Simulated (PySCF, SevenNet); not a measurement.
# Zinc-blende AlN (metastable phase): bulk modulus by level of theory

No measured value is used here.

```csv
level (code),value (GPa),cell (Å³/atom)
SevenNet-0 (SevenNet),201,10.65
PBE (PySCF),192 ± 6,10.55
Hartree–Fock (PySCF),?,10.21
MP2 (PySCF),203 ± 6,10.39
```

Complete the blanks.


- Hartree–Fock (PySCF), value (GPa): 230 ± 7

A ± on a computed value is a rough bar: the spread of its extrapolation, a floor set from checks against published values, or a statistical error. Each level is taken at its own relaxed cell.

Machine-learned potentials (SevenNet-0) are trained on DFT data, which may include these solids.
